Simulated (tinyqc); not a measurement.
The basis set: RHF and MP2 along a ladder of basis sets, for H2O, spin multiplicity 1. Computed by the program tinyqc with PySCF. 

Geometry (angstrom):

| atom | x | y | z |
|---|---|---|---|
| O | 0.0000 | 0.0000 | 0.0000 |
| H | 0.0000 | 0.7440 | 0.5320 |
| H | 0.0000 | -0.7710 | 0.5520 |

Same geometry throughout; the dipole is taken about the origin.

RHF and frozen-core MP2 in a ladder of bases:

| basis | functions | E(RHF) (hartree) | E(MP2 corr) (hartree) | HOMO (eV) | LUMO (eV) | dipole (debye) |
|---|---|---|---|---|---|---|
| sto-3g | 7 | -74.954622 | -0.032786 | -10.6069 | 16.9131 | 1.7281 |
| 3-21g | 13 | -75.582784 | -0.118538 | -13.0182 | 7.4049 | 2.3611 |
| 6-31g | 13 | -75.983618 | -0.125171 | -13.6301 | 5.7309 | 2.5430 |
| 6-31g** | 24 | -76.021985 | -0.192384 | -13.5211 | 6.0341 | 2.0838 |
| cc-pvdz | 24 | -76.025491 | -0.199441 | -13.4326 | 5.1850 | 1.9645 |
| aug-cc-pvdz | 41 | -76.040653 | -0.216887 | -13.8918 | 0.9848 | 1.9074 |
| cc-pvtz | 58 | -76.056742 | -0.259298 | -13.7501 | 3.9593 | 1.9349 |

From cc-pVDZ to cc-pVTZ the RHF energy falls by 31.3 mhartree and the correlation energy by 59.9. If valence correlation converges as X^-3, (27 E(T) - 8 E(D))/19 gives -0.2845 hartree, a rough estimate from such small X that usually falls short; STO-3G holds about 12 % of it. Beyond STO-3G the LUMO moves by 6.4 eV and the HOMO by 0.9 eV; diffuse functions lower the positive LUMO sharply, since an unbound virtual level tracks the most diffuse function.
